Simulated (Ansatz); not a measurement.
Geometry optimisation, Ansatz 0.2.0, RKS r2SCAN-D4/def2-SVP.

The input (input.yaml):

```yaml
crystal:
  periodic: [false, false, false]
  atoms:
    - { symbol: "N", position_ang: [-1.04988, 0.27567, -0.90539] }
    - { symbol: Si, position_ang: [0.53737, -0.45881, -1.06422] }
    - { symbol: Si, position_ang: [0.83468, -1.01454, -3.15182] }
    - { symbol: H, position_ang: [-1.77345, -0.14072, -0.33906] }
    - { symbol: H, position_ang: [-1.15761, 1.27824, -0.91981] }
    - { symbol: H, position_ang: [0.89342, -1.2648, -4.63596] }
basis:
  gaussian: { orbitals: def2-SVP }
hamiltonian:
  xc: r2scan
  dispersion: d4
relax:
  f_tol: 0.015
  max_steps: 40
```

Run as:

```bash
$ ansatz run input.yaml --threads 1 --pin off --max-ram 2048MiB --backend cpu --events-out ev --progress --plain --runs-dir out
```

Problem. Where does it end, and by what steps?

Solution. It converged. After 20 steps the energy has fallen by 1.811 eV; H6 moved furthest, 1.84 Å.

```
step  energy less start (eV)  largest force component (eV/Å)  accepted
   0                  0.0000                           1.370       yes
   1                 -0.3009                           0.394       yes
   2                 -0.4953                           0.909       yes
   3                 -0.7418                           1.253       yes
   4                 -1.0049                           1.326       yes
   5                 -1.2445                           1.466       yes
   6                 -1.3922                           0.785       yes
   7                 -1.4600                           0.836       yes
   8                 -1.5368                           0.525       yes
   9                 -1.5840                           0.166       yes
  10                 -1.6094                           0.170       yes
  11                 -1.6229                           0.375       yes
  12                 -1.6365                           0.287       yes
  13                 -1.6616                           0.234       yes
  14                 -1.7011                           0.350       yes
  15                 -1.7545                           0.304       yes
  16                 -1.7974                           0.217       yes
  17                 -1.7923                           0.810        no
  18                 -1.8087                           0.085       yes
  19                 -1.8099                           0.020       yes
  20                 -1.8106                           0.003       yes
```

```xyz
6
Properties=species:S:1:pos:R:3
N -0.822 0.285 -0.888
Si -0.518 -0.548 -2.342
Si 0.296 -1.478 -4.060
H -0.845 -0.165 0.022
H -0.999 1.285 -0.842
H 1.173 -0.704 -2.907
```

Run time: 64 s on 1 thread of Arm Neoverse V1, on a shared host, peak memory 0.13 GiB.
